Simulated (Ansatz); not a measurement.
Basis-set extrapolation for C₂H₄S₂ (`C=C(S)S`) (PBE0-D4/def2-TZVP geometry, frozen core, Ansatz). Multiplicity 1, RHF reference.

```
                      def2-TZVPP   def2-QZVPP
                 HF  -873.147705  -873.173814
    MP2 correlation    -0.680428    -0.732739
CCSD(T) correlation    -0.761369      not run
```

Energies in hartree. Use E(X) = E(∞) + A·exp(−7.88·√X) for Hartree–Fock and E(X) = E(∞) + B·X^(−2.97) for correlation, with X = 3 and 4, and add CCSD(T) minus MP2 of the smaller set to the MP2 limit.

**Question.** What is the CCSD(T) energy at the basis-set limit?

**Answer.** HF limit: -873.173814 + (-0.026109) × 0.13774 = -873.17741. MP2 limit: -0.732739 + (-0.052311) × 0.74074 = -0.77149. Higher-order term: -0.761369 − (-0.680428) = -0.08094. Total: -874.02984 hartree, 75.8 kcal/mol below CCSD(T)/def2-TZVPP.
